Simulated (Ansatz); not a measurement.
# RPA@PBE/aug-cc-pVDZ run of CH3BCl (SMILES C[B]Cl)

Aim: the vertical ionisation energy of CH3BCl at RPA@PBE/aug-cc-pVDZ, from 2 runs. 

Program for the calculation: Ansatz 0.2.0.

70 further runs of the same task are left out: 70 set aside as unsound or not needed.

**1. The system as given**

The species is CH3BCl (6 atoms), meant as a doublet with charge 0. As SMILES, `C[B]Cl`. The coordinates come from a PBE0-D4/def2-TZVP relaxation.

Bond lengths: C1–B2 1.544 Å, B2–Cl3 1.727 Å, C1–H4 1.099 Å, C1–H5 1.095 Å, C1–H6 1.091 Å. Angles: C1–B2–Cl3 126.1°, B2–C1–H4 106.5°, B2–C1–H5 113.2°, B2–C1–H6 113.0°, H4–C1–H5 107.2°, H4–C1–H6 106.6°, H5–C1–H6 109.9°.

**2. A single-point energy at RPA@PBE/aug-cc-pVDZ**

File input.yaml:

```yaml
crystal:
  periodic: [false, false, false]
  atoms:
    - {symbol: C, position_ang: [-0.289900, 0.325200, -0.312400]}
    - {symbol: B, position_ang: [0.195300, -1.059500, 0.167700]}
    - {symbol: Cl, position_ang: [1.467800, -1.355700, 1.297800]}
    - {symbol: H, position_ang: [-1.073500, 0.641700, 0.390700]}
    - {symbol: H, position_ang: [0.494200, 1.088800, -0.289700]}
    - {symbol: H, position_ang: [-0.752000, 0.295400, -1.300400]}
basis:
  gaussian:
    orbitals: aug-cc-pVDZ
magnetization:
  spin_polarized: true
  initial_magnetization: 1
hamiltonian:
  xc: {name: PBE}
correlation:
  method: rpa
  frozen_orbitals: {B: 1, C: 1, Cl: 5, H: 0}
accuracy: high
```

Run with:

```bash
$ ansatz run input.yaml --threads 1 --pin off --max-ram 3480MiB --events-out events.jsonl --progress --plain --runs-dir runs
```

What it wrote:

```text
Warning: RAYON_NUM_THREADS=1 ignored (pool sized by the plan → 1); use --threads N
Functional definition: PBE
  name "PBE"
  parameter kappa = 0.804
  parameter beta = 0.06672455060314922
  exchange = pbe_x(kappa = kappa, mu = beta*pi^2/3)
  correlation = pbe_c(beta = beta)
1972 factors; integrals over basis functions are off by at most 3.9e-9 eV
mean field evaluation 1: about -14265.5791 eV, gradient 4.6e1 eV
mean field evaluation 2: about -14265.5742 eV, gradient 4.6e1 eV
mean field evaluation 4: about -14276.0515 eV, gradient 8.4e0 eV
mean field evaluation 8: about -14276.4975 eV, gradient 3.3e-1 eV
mean field evaluation 16: about -14276.4981 eV, gradient 3.1e-5 eV
mean field -14276.49812479 eV, -524.6516291281 hartree, gradient 5.6e-8 eV, S^2 0.752359; 0 other end points of the search recorded, 0 dependent functions left out
7 core orbitals not correlated: weight in the atoms' cores, before any rotation towards them, 1.000 or more for the frozen orbitals, at most 0.000 for the correlated occupied ones
reference -14252.59516633 eV, -523.7732116065 hartree; 9, 8 occupied and 84, 85 virtual orbitals, 1972 factors
Total energy: -14269.26019554 eV, -524.3856401342 hartree
```

It took 24 s on 1 thread of Intel Xeon Platinum 8259CL at 2.50GHz (Skylake/Cascade Lake), shared host; peak memory 0.4 GiB.

**3. The singlet cation**

File job.yaml:

```yaml
crystal:
  periodic: [false, false, false]
  atoms:
    - symbol: C
      position_ang: [-0.289900, 0.325200, -0.312400]
    - symbol: B
      position_ang: [0.195300, -1.059500, 0.167700]
    - symbol: Cl
      position_ang: [1.467800, -1.355700, 1.297800]
    - symbol: H
      position_ang: [-1.073500, 0.641700, 0.390700]
    - symbol: H
      position_ang: [0.494200, 1.088800, -0.289700]
    - symbol: H
      position_ang: [-0.752000, 0.295400, -1.300400]
basis:
  gaussian:
    orbitals: aug-cc-pVDZ
total_charge: 1
hamiltonian:
  xc: {name: PBE}
correlation:
  method: rpa
  frozen_orbitals: {B: 1, C: 1, Cl: 5, H: 0}
accuracy: high
```

Run with:

```bash
$ ansatz run job.yaml --threads 1 --pin off --max-ram 3480MiB --events-out events.jsonl --progress --plain --runs-dir runs
```

What it wrote, cut to the lines that bear on the results:

```text
Warning: RAYON_NUM_THREADS=1 ignored (pool sized by the plan → 1); use --threads N
[... 2 set-up lines as earlier in the session ...]
[...]
1971 factors; integrals over basis functions are off by at most 3.9e-9 eV
[...]
mean field -14268.57077278 eV, -524.3603043150 hartree, gradient 1.5e-8 eV, S^2 0.000000; 1 other end points of the search recorded, 0 dependent functions left out
7 core orbitals not correlated: weight in the atoms' cores, before any rotation towards them, 1.000 or more for the frozen orbitals, at most 0.000 for the correlated occupied ones
reference -14244.56937934 eV, -523.4782693747 hartree; 8, 8 occupied and 85, 85 virtual orbitals, 1971 factors
Total energy: -14261.20974218 eV, -524.0897914299 hartree
```

It took 17 s on 1 thread of Intel Xeon Platinum 8259CL at 2.50GHz (Skylake/Cascade Lake), shared host; peak memory 0.34 GiB.

**4. What came out**

At RPA@PBE/aug-cc-pVDZ, 7 core orbitals frozen:

| quantity | value |
| --- | --- |
| doublet CH3BCl: total energy | -524.38564 Eh |
| doublet CH3BCl: RPA correlation energy (valence) | -612.4 mEh |
| doublet CH3BCl: ⟨S²⟩ of the reference determinant | 0.752 |
| singlet cation: total energy | -524.08979 Eh |
| singlet cation: RPA correlation energy (valence) | -611.5 mEh |
| vertical ionisation energy (to the singlet cation) | 8.050 eV |

In words: Removing an electron at fixed nuclei costs 8.05 eV (777 kJ/mol). Only the singlet of the ionised species was computed; a triplet could lie lower.
